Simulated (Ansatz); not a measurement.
# SiH5S+: one structure at several levels

The task here is to estimate one member of a computed series from the others.

The runs use Ansatz 0.2.0, Gaussian basis; single points in def2-TZVPP.

Correlated methods freeze the cores. B3LYP uses VWN-RPA correlation.

### The system as given

SMILES `[SiH3][SH2+]`, 7 atoms, charge 1, spin multiplicity 1.

Atoms are counted from 1 here; the program's logs count them from 0.

Bond lengths: Si1–H3 1.582 Å, Si1–H4 1.522 Å, Si1–H5 1.526 Å, S2–H6 1.449 Å, S2–H7 1.370 Å. Angles: H3–Si1–H4 121.7°, H3–Si1–H5 120.2°, H4–Si1–H5 114.4°, H6–S2–H7 88.9°.

As a file:

```xyz
7
charge 1, multiplicity 1
Si   -0.8064   -0.5101   -0.3788
S     1.0796    1.0373    0.0440
H    -0.6774   -1.4291    0.9022
H    -0.3178   -0.9690   -1.7452
H    -1.8507    0.6017   -0.4225
H     0.8268    1.0578    1.4711
H     1.9247   -0.0246    0.2346
```

The first run:

Input file run/in.yaml:

```yaml
crystal:
  periodic: [false, false, false]
  atoms:
    - {symbol: Si, position_ang: [-0.806400, -0.510100, -0.378800]}
    - {symbol: S, position_ang: [1.079600, 1.037300, 0.044000]}
    - {symbol: H, position_ang: [-0.677400, -1.429100, 0.902200]}
    - {symbol: H, position_ang: [-0.317800, -0.969000, -1.745200]}
    - {symbol: H, position_ang: [-1.850700, 0.601700, -0.422500]}
    - {symbol: H, position_ang: [0.826800, 1.057800, 1.471100]}
    - {symbol: H, position_ang: [1.924700, -0.024600, 0.234600]}
basis:
  gaussian: {orbitals: def2-TZVPP}
total_charge: 1
correlation: {method: ccsd_t}
output: {forces: true}
```

No record of the launch command was kept for these runs.

Steps of the session up to this table: CCSD(T)/def2-TZVPP; PBE0-D4/def2-TZVPP; wB97M-V/def2-TZVPP; r2SCAN-D4/def2-TZVPP; PBE-D4/def2-TZVPP; B3LYP-D4/def2-TZVPP; HSE06-D4/def2-TZVPP.

One table of the session follows, with a row left open; its other results are not shown here.

```
   method  RMS force component (eV/Å)  angle to CCSD(T) forces (°)
  CCSD(T)                       0.930                    reference
  PBE0-D4                           ?                            ?
  wB97M-V                       0.951                          1.9
r2SCAN-D4                       0.875                          2.5
   PBE-D4                       0.747                          7.3
 B3LYP-D4                       0.881                          2.6
 HSE06-D4                       0.894                          3.1
```

Q: Estimate the row for PBE0-D4 from the others.

**Answer.** RMS force component (eV/Å): 0.897; angle to CCSD(T) forces (°): 3.1. In the column «RMS force component (eV/Å)» it lies between HSE06-D4 (0.894) and CCSD(T) (0.930).
